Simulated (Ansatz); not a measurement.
```yaml
crystal:
  periodic: [true, true, true]
  atoms:
    - {symbol: C, position_ang: [0.057022, -1.167302, 1.131625]}
    - {symbol: C, position_ang: [0.932398, -0.190048, 0.363893]}
    - {symbol: C, position_ang: [1.877707, -0.922905, -0.580609]}
    - {symbol: P, position_ang: [0.056645, 1.158259, -0.577597]}
    - {symbol: C, position_ang: [-1.219731, 0.215599, -1.509730]}
    - {symbol: C, position_ang: [-1.005428, 1.888424, 0.734414]}
    - {symbol: H, position_ang: [-0.608635, -0.665946, 1.836756]}
    - {symbol: H, position_ang: [-0.557237, -1.766651, 0.454651]}
    - {symbol: H, position_ang: [0.676649, -1.863741, 1.705316]}
    - {symbol: H, position_ang: [1.543574, 0.370326, 1.083747]}
    - {symbol: H, position_ang: [1.321396, -1.497342, -1.327315]}
    - {symbol: H, position_ang: [2.505010, -1.630015, -0.030173]}
    - {symbol: H, position_ang: [2.531381, -0.228621, -1.113079]}
    - {symbol: H, position_ang: [-0.741914, -0.423669, -2.254781]}
    - {symbol: H, position_ang: [-1.860028, -0.396860, -0.870047]}
    - {symbol: H, position_ang: [-1.848142, 0.928461, -2.048136]}
    - {symbol: H, position_ang: [-0.375283, 2.336377, 1.506219]}
    - {symbol: H, position_ang: [-1.681130, 1.166876, 1.200555]}
    - {symbol: H, position_ang: [-1.604265, 2.688769, 0.294292]}
basis:
  gaussian: {orbitals: def2-TZVPD, fitting: {mean_field: cc-pVTZ-jkfit}}
hamiltonian: {xc: {name: BHLYP}}
output: {forces: true}
```

```sh
$ ansatz run in.yaml --threads 4 --pin off --events-out ev --progress --plain --max-ram 11315MiB
```

Shortened log:

```
Error: YAML parse error: error: line 2 column 3: crystal: missing field `lattice` (a structure is typed as `lattice` and `atoms`, a molecule's as `atoms` in Å alone, or read from a run's directory, `checkpoint`)
 --> <input>:2:3
1 | crystal:
2 |   periodic: [true, true, true]
3 |   atoms:
4 |     - {symbol: C, position_ang: [0.057022, -1.167302, 1.131625]}
```

Question: Something in this input is off. What?

Answer: The molecule is marked periodic without a cell. The program refused the input.
